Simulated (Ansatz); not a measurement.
A relaxed structure of V. These are PBEsol (plane waves to 420 eV, PAW, scalar-relativistic; Ansatz, a quantum-chemistry and plane-wave program) values and carry that method's errors.

```
CELL_PARAMETERS angstrom
     -1.47953     1.47953     1.47953
      1.47953    -1.47953     1.47953
      1.47953     1.47953    -1.47953
ATOMIC_POSITIONS crystal
  V  0.00000 0.00000 0.00000
```

Task: Find the space group and the Wyckoff positions (tolerance 0.01 Å).

Result: Space group Im-3m (No. 229); a = b = c = 2.959 Å, α = β = γ = 90.00°

| atom | site | symmetry | x | y | z |
|---|---|---|---|---|---|
| V | 2a | m-3m | 0.0000 | 0.0000 | 0.0000 |

This is the bcc (W type).

Task: Give the shortest distances between elements (the closest pairs, up to four, under 3.6 Å).

Result: V–V 2.56 Å.

```yaml
volume_per_atom: 12.95 Å³
density: 6.53 g/cm³
band_gap: zero (metallic)
```

No spin polarisation in the result.

Measured for V: a 3.021 Å (static lattice; corrected from measurement; as listed in Daniel Mejia-Rodriguez, S. B. Trickey, Phys. Rev. B (2018)). Computed minus measured — a: PBEsol -2.1 %. The computed values are for a static lattice.

It was reached from a disturbed copy of a P6₃/mmc (No. 194) cell (AFLOW prototype A_hP4_194_ac (A3', as in La)), against which it lies -0.25 eV/atom.
